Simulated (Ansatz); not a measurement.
How far each method lies from full CI for HSiP, singlet

Geometry: a PBE0/def2-TZVP stationary point for this spin, not checked as a minimum.

```xyz
3

Si    0.0000    0.0000    0.1538
P     0.0000    0.0000   -1.7906
H     0.0000    0.0000    1.6368
```

Basis 6-31G; Ansatz 0.2.0. Correlated methods freeze the noble-gas cores, which leaves 10 electrons in 18 orbitals. R marks a restricted (for open shells ROHF) determinant, U an unrestricted one. Active spaces: pair = (2e, 2o) about the gap; valence = (10e, 9o) chosen from the atoms' valence shells.

Full CI is exact within this basis and frozen core; it isn't the basis-set limit. The frozen core follows each run's orbitals, which can shift R against U totals by a few meV.

Unrestricted rows (U) aren't spin-pure: their determinants' ⟨S²⟩ exceeds S(S+1) by up to 0.82, so they mix in states of higher spin.

The UHF ⟨S²⟩ is 0.823 and the T1 diagnostic (RCCSD) is 0.0194. The largest doubles amplitude (RCCSD) is 0.150.

| level | E − E(full CI) (meV) | share of correlation (%) | wall time |
| --- | --- | --- | --- |
| RHF | 4073 | 0.00 | – |
| UHF | 3779 | 7.22 | 0.3 s |
| RMP2 | 500 | 87.72 | – |
| CISD | 533 | 86.92 | 0.48 s |
| RCCSD | 184 | 95.47 | – |
| RCCSD(T) | 54 | 98.68 | 0.42 s |
| BCCD(T) | 53 | 98.70 | 0.33 s |
| RCCSDT | 37 | 99.10 | – |
| CISDTQ | 41 | 98.98 | 2 s |
| RCCSDT(Q) | 0 | 99.99 | 0.78 s |
| RCCSDTQ | 5 | 99.88 | 6 s |
| CASSCF (pair space) | 3459 | 15.08 | – |
| NEVPT2 (pair space) | 565 | 86.13 | 0.48 s |
| MRCISD (pair space) | 412 | 89.88 | – |
| MRCISD+Q (pair space) | 77 | 98.10 | 0.57 s |
| CASSCF (valence space) | 900 | 77.92 | – |
| NEVPT2 (valence space) | 261 | 93.58 | 3 s |
| MRCISD (valence space) | 27 | 99.34 | – |
| MRCISD+Q (valence space) | 6 | 99.86 | 4.1 s |

The correlation energy at full CI, counted from RHF, is -4.073 eV. That run took 82 s on 1 thread of Arm Neoverse V2, shared host over 18,367,552 determinants.

Times hold each run's SCF and search for its determinant on a shared host, so for small cases they say little of a method's own cost; they ran on 1 thread of Arm Neoverse V2.

The full-CI state has the irrep A1 of C2v, in the program's axes (one component, if the state is degenerate).

Natural occupations of full CI about the gap: 1.983 1.960 1.944 1.888 1.888 0.110 0.110 0.064 0.017 0.009; effectively unpaired electrons, Σ n²(2−n)², 0.21.
